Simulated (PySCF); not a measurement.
Level of theory: PySCF 2.14.0 with PBE-D3(BJ)/def2-TZVP // B3LYP-D3(BJ)/def2-TZVP. All species are isolated molecules in the gas phase. Delta-SCF ions had no search for a lower state. 

Reference species (SMILES): `FB(F)F` (neutral, multiplicity 1).

| Property | Value |
|---|---|
| vertical ionisation energy (Delta-SCF) | 14.42 eV |
| HOMO–LUMO gap | 9.61 eV |

Changed species: `FB(I)I` (2 of 3 F replaced by I; the reference has 0 of 3 F replaced by I).

**Question.** What does the change do to the vertical ionisation energy (Delta-SCF) and HOMO–LUMO gap?

**Answer.** the vertical ionisation energy (Delta-SCF) drops by 5.08 eV, to 9.34 eV; the HOMO–LUMO gap decreases by 5.63 eV, to 3.98 eV.
